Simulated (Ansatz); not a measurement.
Results of LDA (Ansatz, a program for electronic structure, plane waves, PAW) for cubic perovskite BaTiO3 (cubic high-temperature phase).

Run with plane-wave cutoff 520 eV, 8×8×8 k mesh, Fermi–Dirac smearing 0.01 eV, no spin polarisation, scalar-relativistic PAW data made under PBE.

Properties against volume:

| V (Å³/atom) | P (GPa) | direct gap at Γ (eV) |
|---|---|---|
| 11.451 | 13.89 | 1.900 |
| 11.695 | 8.75 | 1.892 |
| 11.939 | 4.14 | 1.882 |
| 12.182 | 0.00 | 1.869 |
| 12.426 | -3.70 | 1.854 |
| 12.670 | -7.02 | 1.838 |
| 12.913 | -9.99 | 1.820 |

The gap at Γ does not follow one straight line over these volumes.

Measured, for comparison: band gap 3.2 eV (temperature not stated, no zero-point or thermal correction; as tabulated in Matsushita et al. (2011), arXiv:1104.2769).

Note: the relaxation could not lower the start's symmetry, so the cell can be a saddle point above a distorted one.

Spin–orbit coupling is not included.
